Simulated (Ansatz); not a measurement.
What each rung costs, and what it gives

The pair of NH3 (SMILES N, atoms 1–4) and CH2O (SMILES C=O, atoms 5–8), both closed shells, in one local arrangement (a lower one may exist), relaxed at PBE0-D4/def2-TZVP:

```xyz
8
angstrom
N 0.1499 -0.0286 -1.5321
H 0.2244 -0.8720 -2.0870
H -0.6377 -0.1502 -0.9027
H -0.0856 0.7236 -2.1674
C 0.0997 0.0843 1.6750
O -1.0340 -0.1455 1.3559
H 0.3889 0.1756 2.7410
H 0.8943 0.2127 0.9174
```

Interaction energies are counterpoise-corrected; the time is that of the whole pair.

Program: Ansatz 0.2.0. Basis: as named in each row. Cores are frozen in the correlated methods. B3LYP uses VWN-RPA correlation. Extrapolation: Hartree–Fock as exp(−7.88 √X), correlation as X^−2.97.

Times are rough, for one single point on 2 threads of a shared host (Arm Neoverse V1).

The estimate by CCSD(T) at an estimated basis limit (MP2 extrapolated from triple and quadruple zeta, plus CCSD(T) − MP2 in triple zeta) is -3.75 kcal/mol.

```
   method        basis  time (s)  interaction energy (kcal/mol)  method less estimate
revPBE-D4  def2-TZVPPD         2                          -3.21                  0.54
  BLYP-D4  def2-TZVPPD         2                          -3.35                  0.40
  PBE0-D4  def2-TZVPPD         2                          -3.84                 -0.09
   PBE-D4  def2-TZVPPD         2                          -3.78                 -0.03
 B3LYP-D4  def2-TZVPPD         2                          -3.68                  0.07
 HSE06-D4  def2-TZVPPD         2                          -3.82                 -0.07
r2SCAN-D4  def2-TZVPPD         3                          -3.67                  0.08
   B2PLYP  def2-TZVPPD         4                          -2.99                  0.76
  wB97X-V  def2-TZVPPD         6                          -3.76                 -0.02
   B97M-V  def2-TZVPPD         8                          -3.65                  0.09
  wB97M-V  def2-TZVPPD         8                          -3.75                 -0.01
      MP2  def2-QZVPPD        14                          -3.56                  0.19
  CCSD(T)  def2-TZVPPD        50                          -3.39                  0.36
```

No T1 diagnostic of these runs exceeds 0.016.
